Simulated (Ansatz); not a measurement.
Molecular dynamics, step by step

AlH2ClO, closed shell, PBE0-D4/def2-SVP (Ansatz 0.2.0). Settings (timestep in fs, temperature in K; T counts 9 degrees of freedom):

```yaml
hamiltonian: {xc: pbe0, dispersion: d4}
md: {n_steps: 60, timestep: 0.75, temperature: 1500, ensemble: nve, seed: 316, initial_velocities: maxwell_boltzmann}
```

Start, the saddle point found with PBE0-D4 in triple zeta (not stationary at another level):

```tsv
atom	x (Å)	y (Å)	z (Å)
Al1	-0.2604	-0.8319	0.4413
O2	0.3210	0.3612	-0.7960
H3	-0.6661	-0.4517	-1.1837
Cl4	0.2405	-0.4012	2.4551
H5	0.3650	1.3237	-0.9167
```

```json
{"step": "0", "time (fs)": "0.00", "potential energy less the start (meV)": "0.0", "kinetic energy (meV)": "581.7", "T (K)": "1500"}
{"step": "4", "time (fs)": "3.00", "potential energy less the start (meV)": "36.3", "kinetic energy (meV)": "545.9", "T (K)": "1408"}
{"step": "8", "time (fs)": "6.00", "potential energy less the start (meV)": "-20.6", "kinetic energy (meV)": "604.2", "T (K)": "1558"}
{"step": "12", "time (fs)": "9.00", "potential energy less the start (meV)": "-474.5", "kinetic energy (meV)": "1046.3", "T (K)": "2698"}
{"step": "16", "time (fs)": "12.00", "potential energy less the start (meV)": "-177.8", "kinetic energy (meV)": "761.6", "T (K)": "1964"}
{"step": "20", "time (fs)": "15.00", "potential energy less the start (meV)": "-379.2", "kinetic energy (meV)": "960.8", "T (K)": "2478"}
{"step": "24", "time (fs)": "18.00", "potential energy less the start (meV)": "-467.5", "kinetic energy (meV)": "1050.7", "T (K)": "2709"}
{"step": "28", "time (fs)": "21.00", "potential energy less the start (meV)": "-251.4", "kinetic energy (meV)": "861.7", "T (K)": "2222"}
{"step": "32", "time (fs)": "24.00", "potential energy less the start (meV)": "-664.0", "kinetic energy (meV)": "1241.8", "T (K)": "3202"}
{"step": "36", "time (fs)": "27.00", "potential energy less the start (meV)": "-549.1", "kinetic energy (meV)": "1132.2", "T (K)": "2920"}
{"step": "40", "time (fs)": "30.00", "potential energy less the start (meV)": "-459.9", "kinetic energy (meV)": "1046.2", "T (K)": "2698"}
{"step": "44", "time (fs)": "33.00", "potential energy less the start (meV)": "-681.9", "kinetic energy (meV)": "1254.1", "T (K)": "3234"}
{"step": "48", "time (fs)": "36.00", "potential energy less the start (meV)": "-462.8", "kinetic energy (meV)": "1048.6", "T (K)": "2704"}
{"step": "52", "time (fs)": "39.00", "potential energy less the start (meV)": "-738.5", "kinetic energy (meV)": "1304.9", "T (K)": "3365"}
{"step": "56", "time (fs)": "42.00", "potential energy less the start (meV)": "-779.8", "kinetic energy (meV)": "1350.6", "T (K)": "3483"}
{"step": "60", "time (fs)": "45.00", "potential energy less the start (meV)": "-480.2", "kinetic energy (meV)": "1065.1", "T (K)": "2747"}
```

Step 8, positions (Å) and forces (eV/Å):

| atom | x | y | z | Fx | Fy | Fz |
| --- | --- | --- | --- | --- | --- | --- |
| Al1 | -0.261 | -0.844 | 0.434 | -0.377 | -0.584 | 0.543 |
| O2 | 0.342 | 0.367 | -0.885 | -1.872 | 0.143 | -0.620 |
| H3 | -0.772 | -0.163 | -1.233 | 1.882 | 0.608 | 0.588 |
| Cl4 | 0.240 | -0.403 | 2.498 | 0.056 | 0.098 | -0.450 |
| H5 | 0.151 | 1.326 | -0.763 | 0.311 | -0.265 | -0.062 |

Step 16, positions (Å) and forces (eV/Å):

```json
{"atom": "Al1", "x": "-0.266", "y": "-0.866", "z": "0.435", "Fx": "-0.575", "Fy": "-1.717", "Fz": "1.647"}
{"atom": "O2", "x": "0.337", "y": "0.383", "z": "-0.983", "Fx": "5.534", "Fy": "3.735", "Fz": "2.604"}
{"atom": "H3", "x": "-0.486", "y": "0.239", "z": "-1.242", "Fx": "-6.559", "Fy": "-2.121", "Fz": "-3.586"}
{"atom": "Cl4", "x": "0.241", "y": "-0.403", "z": "2.537", "Fx": "0.175", "Fy": "0.230", "Fz": "-0.603"}
{"atom": "H5", "x": "0.064", "y": "1.273", "z": "-0.610", "Fx": "1.426", "Fy": "-0.127", "Fz": "-0.062"}
```

Step 48, positions (Å) and forces (eV/Å):

```csv
atom,x,y,z,Fx,Fy,Fz
Al1,-0.340,-1.090,0.562,0.092,0.106,0.571
O2,0.359,0.662,-1.292,-1.067,3.070,-4.327
H3,-0.035,1.035,-2.304,1.519,-2.042,4.493
Cl4,0.252,-0.388,2.624,-0.146,-0.094,-0.849
H5,0.854,1.494,-1.069,-0.399,-1.040,0.112
```

Last step (60):

Al1  (-0.372, -1.187, 0.640)
O2  (0.377, 0.839, -1.404)
H3  (0.106, 0.758, -2.481)
Cl4  (0.253, -0.381, 2.623)
H5  (1.237, 1.315, -1.189)
(Å)

The run took about 38 s on 2 CPU threads of an Arm Neoverse V2 (shared host).
